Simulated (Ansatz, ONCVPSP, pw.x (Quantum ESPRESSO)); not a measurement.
From atom to crystal: ONCV potential for Li

ONCVPSP 4.0.1 input, shortened (lines: element, Z, core and valence counts, functional; n l f; lmax; l rc ep ncon nbas qcut; lloc lpopt rc5 dvloc0; l nproj debl; icmod fcfact rcfact), LDA (Perdew-Wang 92), scalar-relativistic:

```
  Li 3.00    0    2  -001012      upf
    1    0    2.00
    2    0    1.00
    2
    0    1.35    0.00    4    7    8.60
    1    1.35    0.12    3    6    5.80
    2    1.45    0.13    4    7    5.80
    4    5    1.20   -1.00
    0    2    3.10
    1    2    1.50
    2    2    2.40
    0    0.00    0.00
```

Atomic tests: cutoffs needed: 28 Ha and 33 Ha (the cutoffs (Ha) at which the residual kinetic energy of the hardest occupied pseudo-wave falls to 1 and 0.1 mHa per electron); ghost test: no bound ghost flagged; no localised positive-energy state flagged; largest excitation error: +1418 meV (all-electron minus pseudo) for 1s1 2s1, out of 4 test configurations.

Crystal test: bcc Li in pw.x 7.5, no spin, 14³ k-points, Fermi–Dirac smearing 0.01 Ry, cutoffs 80/320 Ry. The reference is all-electron LAPW (Ansatz 0.2.0) with the same functional, mesh and smearing; V0 and B0 come from Birch–Murnaghan fits to the pressures at five volumes. Errors are pseudo minus all-electron; Δ is the rms difference of the E(V) curves that follow from these fits, minima aligned, over ±6 % about the mean V0. Mesh and smearing are coarse, so the numbers serve the comparison and aren't converged zero-temperature values; the lattice is a test structure that the element need not adopt.

```tsv
V (Å³/atom)	P all-electron (GPa)	P pseudo (GPa)
18.133	0.82	0.82
18.610	0.38	0.38
19.087	-0.02	-0.01
19.564	-0.37	-0.37
20.041	-0.69	-0.68
```

All-electron: a0 = 3.366 Å (V0 = 19.06 Å³/atom), B0 = 15.0 GPa.

Pseudopotential: mean pressure error (GPa): +0.00; a0 (Å): 3.366; a0 error (%): +0.01; B0 error (%): +0.1; Δ (meV/atom): 0.0.

Q: At the middle volume, how do free energy and pressure move when the wave cutoff is lowered (ecutrho kept at four times it)?

A:

| cutoff (Ry) | shift of F (meV/atom) | shift of P (GPa) |
| --- | --- | --- |
| 36 | +1983.4 | -55.48 |
| 48 | +308.8 | -14.36 |
| 64 | +10.2 | -0.98 |

Input at the middle volume:

```
&control
  calculation='scf', prefix='x', pseudo_dir='./', outdir='./tmp', tstress=.true., disk_io='none'
/
&system
  ibrav=0, nat=1, ntyp=1, ecutwfc=80, ecutrho=320, nbnd=8,
  occupations='smearing', smearing='fd', degauss=0.01
/
&electrons
  conv_thr=1e-09, mixing_beta=0.4, electron_maxstep=70
/
ATOMIC_SPECIES
Li 1.0 Li.UPF
CELL_PARAMETERS angstrom
  -1.68354952 1.68354952 1.68354952
  1.68354952 -1.68354952 1.68354952
  1.68354952 1.68354952 -1.68354952
ATOMIC_POSITIONS crystal
Li 0.0000 0.0000 0.0000
K_POINTS automatic
14 14 14 0 0 0
```

```bash
pw.x < Li.scf.in > Li.scf.out
```

Lines of the output:

```
Message from routine setup:
     using ibrav=0 with symmetry is DISCOURAGED, use correct ibrav instead
     lattice parameter (alat)  =       5.5104  a.u.
     unit-cell volume          =     128.8055 (a.u.)^3
     number of electrons       =         3.00
     number of Kohn-Sham states=            8
     kinetic-energy cutoff     =      80.0000  Ry
     charge density cutoff     =     320.0000  Ry
     scf convergence threshold =      1.0E-09
     Exchange-correlation= SLA  PW   NOGX NOGC
     number of k points=   104  Fermi-Dirac smearing, width (Ry)=  0.0100
     iteration #  1     ecut=    80.00 Ry     beta= 0.40
     total energy              =     -14.27957842 Ry
     estimated scf accuracy    <       0.00034031 Ry
     iteration #  2     ecut=    80.00 Ry     beta= 0.40
     total energy              =     -14.27953124 Ry
     estimated scf accuracy    <       0.00010683 Ry
     iteration #  3     ecut=    80.00 Ry     beta= 0.40
     total energy              =     -14.27953891 Ry
     estimated scf accuracy    <       0.00000115 Ry
     iteration #  4     ecut=    80.00 Ry     beta= 0.40
     total energy              =     -14.27953898 Ry
     estimated scf accuracy    <       0.00000001 Ry
     iteration #  5     ecut=    80.00 Ry     beta= 0.40
     the Fermi energy is     1.0055 ev
!    total energy              =     -14.27953899 Ry
     estimated scf accuracy    <          7.7E-10 Ry
     smearing contrib. (-TS)   =      -0.00220701 Ry
     The total energy is F=E-TS. E is the sum of the following terms:
     one-electron contribution =      -9.50725697 Ry
     hartree contribution      =       3.55276993 Ry
     xc contribution           =      -3.17532939 Ry
     ewald contribution        =      -5.14751555 Ry
     convergence has been achieved in   5 iterations
          total   stress  (Ry/bohr**3)                   (kbar)     P=       -0.14
     Message from routine punch:
     Nothing written, as per user request (disk_io='none')
```

The run at the middle volume (104 k-points, 5 iterations) took about 13 s on one core of a shared host (Intel(R) Xeon(R) Platinum 8375C CPU @ 2.90GHz, 128 threads, 992 GiB, load 70).
